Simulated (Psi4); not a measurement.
Basis sets over 6 cases of the energy of full hydrogenation at HF with Psi4 (Al to Cl present), each against its own reference: (a) the value in aug-cc-pV5Z; (b) the value in aug-cc-pVQZ; (c) the value in def2-QZVPPD. By their distance from other large sets or by the extrapolation step the references are unsure by up to roughly 0.28 kcal/mol. B3LYP-D3(BJ)/def2-TZVP geometries; electronic energies; density fitting; no added dispersion term; no relativity. Cartesian d functions in some cases of 6-31G*. (X+d) sets on Al to Cl for cc-pVXZ and aug-cc-pVXZ. Psi4's default fits serve pcseg sets less well. 

Cases are drawn at random; left out are references unsure by over 1.3 kcal/mol, doubtful singlets; stability and T1 were not tested. Sets are drawn from those converged to one state in every case.

Cases (SMILES) and reference values:
- [C](Cl)Cl (closed-shell singlet) + 3 [H][H] (H2) → C (CH4) + 2 Cl (HCl): -138.36 kcal/mol (b)
- C(=O)=S + 4 [H][H] (H2) → C (CH4) + O (H2O) + S (H2S): -71.04 kcal/mol (b)
- [Si-]#[O+] (O-Si) + 3 [H][H] (H2) → O (H2O) + [SiH4] (SiH4): -50.40 kcal/mol (b)
- P#N (N-P) + 3 [H][H] (H2) → N (NH3) + P (PH3): -81.34 kcal/mol (b)
- PP (P2H4) + [H][H] (H2) → 2 P (PH3): -11.10 kcal/mol (c)
- ClCl (Cl2) + [H][H] (H2) → 2 Cl (HCl): -51.23 kcal/mol (a)

```tsv
basis	functions over def2-SVP (largest species, mean of cases)	mean signed deviation (kcal/mol)	mean absolute	largest	within 4 kcal/mol
pcseg-0	0.7	-0.71	11.75	28.58	2 of 6
6-31G	0.7	-4.49	6.19	16.13	3 of 6
def2-SV(P)	0.9	4.96	5.14	15.17	4 of 6
6-31G*	1.0	0.96	1.75	4.15	5 of 6
def2-SVP	1.0	-5.75	5.75	9.59	2 of 6
pcseg-1	1.0	-4.24	4.24	8.92	3 of 6
cc-pVDZ	1.2	-3.36	3.36	6.07	3 of 6
6-311G**	1.4	-4.06	4.06	8.00	4 of 6
6-311+G**	1.6	-3.68	3.68	5.57	4 of 6
aug-pcseg-1	1.6	-3.51	3.51	5.42	3 of 6
aug-cc-pVDZ	1.8	-4.89	4.89	7.68	2 of 6
pcseg-2	2.1	-1.00	1.00	1.45	6 of 6
cc-pVTZ	2.3	0.25	0.56	1.02	6 of 6
def2-TZVPP	2.4	-0.21	0.34	0.64	6 of 6
jun-cc-pV(T+d)Z	2.7	-0.36	0.40	0.72	6 of 6
def2-TZVPPD	2.9	-0.51	0.51	0.78	6 of 6
aug-cc-pVTZ	3.4	-0.25	0.39	0.68	6 of 6
cc-pVQZ	4.2	0.20	0.28	0.63	6 of 6
def2-QZVP	4.4	0.01	0.12	0.20	6 of 6
def2-QZVPP	4.4	0.01	0.12	0.20	6 of 6
```

Among the sets for which every case ran a larger relative (same family, alike in diffuse functions, listed or not), the smallest listed that holds all cases within 4 kcal/mol together with them is pcseg-2, at 2.1 times the functions of def2-SVP. Inside, though some case ran no larger relative to test it: aug-cc-pVTZ, cc-pVQZ, def2-QZVP, def2-QZVPP. Largest deviations of relatives not listed, over the cases that ran them: pcseg-3 0.53, cc-pV5Z 0.12, aug-cc-pV5Z 0.00, aug-cc-pVQZ 0.12, def2-QZVPPD 0.14, pcseg-4 0.09 kcal/mol. A case lies within its reference's uncertainty of the window's edge in pcseg-0, 6-31G*, def2-SVP, 6-311G**. These figures hold for the cases listed.
